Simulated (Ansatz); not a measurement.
## Ansatz (development build ahead of 0.2.0) run

```yaml
crystal:
  periodic: [false, false, false]
  atoms:
    - { symbol: B, position_ang: [0.0, 0.0, 0.0] }
    - { symbol: B, position_ang: [0.0, 0.0, 1.97] }
basis:
  gaussian: { orbitals: def2-SVP }
magnetization:
  spin_polarized: true
  initial_magnetization: 2
hamiltonian:
  xc: hf
correlation:
  method: mp2
  frozen_orbitals: { B: 1 }
output:
  forces: true
```

The input is written out in the form of the current development build from the run's settings.

Output:

* Converged: yes
* Reference energy: -49.05706 hartree
* Correlation energy: -0.07677 hartree
* Total energy: -49.13384 hartree
* Spin squared of the determinant: 2.541
* Stability test: minimum

Forces (eV/Å):
```tsv
atom	Fx	Fy	Fz
B1	0.000	0.000	2.503
B2	0.000	0.000	-2.503
```

Caution: the unrestricted determinant is spin contaminated.
